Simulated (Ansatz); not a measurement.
Molecular dynamics, step by step

H3S2O (charge +1), closed shell, CAM-B3LYP-D4/def2-SVP (Ansatz 0.2.0). Settings (timestep in fs, temperature in K; T counts 12 degrees of freedom):

```yaml
hamiltonian: {xc: {name: CAM-B3LYP}, dispersion: d4}
md: {n_steps: 60, timestep: 1.0, temperature: 200, ensemble: nve, seed: 871, initial_velocities: maxwell_boltzmann}
```

Start:

```
6
angstrom
O -0.9942 0.4087 -0.5975
S 0.0132 -0.9351 0.6199
S 1.8737 -0.6618 0.2211
H -1.4879 -0.0607 -1.2920
H -1.6157 0.9362 -0.0669
H 2.2111 0.3127 1.1155
```

| step | time (fs) | potential energy less the start (meV) | kinetic energy (meV) | T (K) |
| --- | --- | --- | --- | --- |
| 0 | 0.00 | 0.0 | 103.4 | 200 |
| 4 | 4.00 | 6.7 | 97.1 | 188 |
| 8 | 8.00 | 19.9 | 84.1 | 163 |
| 12 | 12.00 | 25.7 | 78.5 | 152 |
| 16 | 16.00 | 29.4 | 75.2 | 145 |
| 20 | 20.00 | 28.9 | 75.8 | 147 |
| 24 | 24.00 | 30.0 | 74.8 | 145 |
| 28 | 28.00 | 38.7 | 66.2 | 128 |
| 32 | 32.00 | 49.2 | 55.4 | 107 |
| 36 | 36.00 | 68.4 | 36.1 | 70 |
| 40 | 40.00 | 83.1 | 21.2 | 41 |
| 44 | 44.00 | 77.9 | 26.0 | 50 |
| 48 | 48.00 | 68.7 | 35.2 | 68 |
| 52 | 52.00 | 54.5 | 49.1 | 95 |
| 56 | 56.00 | 45.1 | 58.4 | 113 |
| 60 | 60.00 | 43.9 | 60.0 | 116 |

Step 4, positions (Å) and forces (eV/Å):

```csv
atom,x,y,z,Fx,Fy,Fz
O1,-0.974,0.410,-0.598,-0.418,-0.104,0.527
S2,0.000,-0.942,0.630,0.151,0.273,-0.217
S3,1.877,-0.655,0.213,-0.132,-0.293,-0.204
H4,-1.451,-0.046,-1.324,0.114,0.066,0.053
H5,-1.653,0.888,-0.061,0.377,-0.126,-0.352
H6,2.228,0.301,1.107,-0.092,0.185,0.193
```

Step 16, positions (Å) and forces (eV/Å):

| atom | x | y | z | Fx | Fy | Fz |
| --- | --- | --- | --- | --- | --- | --- |
| O1 | -0.922 | 0.398 | -0.579 | 0.497 | -0.817 | -0.480 |
| S2 | -0.030 | -0.952 | 0.650 | 0.816 | 0.357 | -0.579 |
| S3 | 1.876 | -0.638 | 0.189 | -0.869 | -0.403 | 0.179 |
| H4 | -1.240 | 0.000 | -1.427 | 0.116 | 0.202 | 0.454 |
| H5 | -1.661 | 0.829 | -0.138 | -0.631 | 0.442 | 0.281 |
| H6 | 2.161 | 0.304 | 1.114 | 0.071 | 0.218 | 0.145 |

Step 36, positions (Å) and forces (eV/Å):

```json
{"atom": "O1", "x": "-0.847", "y": "0.348", "z": "-0.529", "Fx": "-0.367", "Fy": "0.688", "Fz": "0.618"}
{"atom": "S2", "x": "-0.023", "y": "-0.945", "z": "0.642", "Fx": "-0.423", "Fy": "-0.128", "Fz": "0.310"}
{"atom": "S3", "x": "1.820", "y": "-0.627", "z": "0.178", "Fx": "0.921", "Fy": "0.107", "Fz": "0.038"}
{"atom": "H4", "x": "-0.920", "y": "0.062", "z": "-1.443", "Fx": "-0.281", "Fy": "-0.209", "Fz": "-0.829"}
{"atom": "H5", "x": "-1.626", "y": "0.883", "z": "-0.244", "Fx": "0.277", "Fy": "-0.279", "Fz": "-0.076"}
{"atom": "H6", "x": "2.162", "y": "0.386", "z": "1.038", "Fx": "-0.127", "Fy": "-0.179", "Fz": "-0.061"}
```

Last step (60):

| atom | x (Å) | y (Å) | z (Å) |
| --- | --- | --- | --- |
| O1 | -0.8362 | 0.3643 | -0.5480 |
| S2 | -0.0458 | -0.9525 | 0.6512 |
| S3 | 1.8454 | -0.6221 | 0.1720 |
| H4 | -1.1166 | -0.0125 | -1.4167 |
| H5 | -1.5846 | 0.8144 | -0.1242 |
| H6 | 2.0740 | 0.3816 | 1.0757 |

The run took about 63 s on 2 CPU threads of an Arm Neoverse V1 (shared host).
